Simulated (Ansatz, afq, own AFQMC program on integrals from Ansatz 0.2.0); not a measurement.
AFQMC on a folder of integrals that Ansatz 0.2.0 wrote.

```yaml
crystal:
  periodic: [false, false, false]
  atoms:
    - {symbol: V, position_ang: [0.000000, 0.000000, 0.541224]}
    - {symbol: N, position_ang: [0.000000, 0.000000, -1.644783]}
    - {symbol: H, position_ang: [0.000000, 0.825854, -2.248535]}
    - {symbol: H, position_ang: [0.000000, -0.825854, -2.248535]}
basis:
  gaussian: {orbitals: def2-SVP}
total_charge: 1
magnetization: {spin_polarized: true, initial_magnetization: 5}
correlation: {method: ccsd_t, electrons: outside_noble_gas, hamiltonian_folder: ham}
```

```sh
$ ansatz run in.yaml --threads 1 --pin off --events-out ev --progress --plain --max-ram 24576MiB --backend cuda --devices 0, --max-vram 18GiB
```

Options of the walk:

```
--method phaseless --trial hf --walkers 4000 --populations 20 --least-time 40 --time-step 0.005 --steps-per-block 20 --equilibration-blocks 160 --max-blocks 4000 --target-error 0.001 --factor-cut 1e-05 --start spin_pure --seed 6369 --taylor-order 6
```

Times are imaginary, in 1/Eh. The walk had a cap of 57 s. With eight or more populations the least sampling time is a fifth of least-time, and the error comes from their spread.

```
orbitals 45  electrons 8 3  factors 383 of 600
reference energy -998.11942182 Eh
CCSD correlation -0.19422472 Eh in 16 cycles, weight of the determinant in the CISD state 0.8635
energy of the start -998.119639 Eh
 block  time / (1/Eh)  mean weight  energy / Eh
     1     0.100  1.0009  -998.174168
     2     0.200  1.0016  -998.211103
     3     0.300  1.0017  -998.238712
     4     0.400  1.0013  -998.259604
     5     0.500  1.0012  -998.271515
    10     1.000  1.0006  -998.297975
    37     3.700  1.0002  -998.314348
    61     6.100  0.9999  -998.309578
    67     6.700  1.0000  -998.314378
    97     9.700  1.0006  -998.312958
   127    12.700  1.0000  -998.316195
   157    15.700  1.0000  -998.315512
   187    18.700  1.0002  -998.311978
   211    21.100  1.0002  -998.321520
   217    21.700  0.9997  -998.317625
   247    24.700  1.0002  -998.310106
   265    26.500  0.9994  -998.315018
error from the spread of 20 populations
energy -998.314878 +/- 0.000983 Eh
(rows thinned)
```

Question: Estimate how long the walk took on 1 × NVIDIA H100 80GB HBM3 with 2 threads of AMD EPYC 7R13 Processor (Zen 3) (shared host) (the card was shared).

Answer: 38 s of wall time.

The run passed its tests (sampling time, drift between the halves within three errors, error under three times the target), which doesn't prove that it has relaxed.

Against this walk (error 26.8 meV) on the same determinant: CCSD(T) 62.3 meV lower, CCSDT(Q) 86.7 meV lower, a separate phaseless walk with a CISD trial and standard settings 72.9 ± 27.0 meV lower. The error is statistical and leaves out the bias of the constraint. CCSDT(Q) is the surest value here, so the walk's 87 meV above it is most likely the bias of the constraint with this trial, which can have either sign.

Cautions: constraint bias not in the error; no relativity below Rb; outer-core shells of the metal frozen; another spin lies lower; strong correlation (T1 0.060, weight of the determinant 0.86, largest double 0.04).

CCSDT and higher add their correlation energy to the determinant of the CCSD(T) run, since their own runs factorise the integrals more tightly (a shift of under 2 meV). A walk keeps the symmetry of its determinant, which the program's search chose and which needn't be the lowest solution, so a lower state of the same spin and another symmetry isn't excluded.
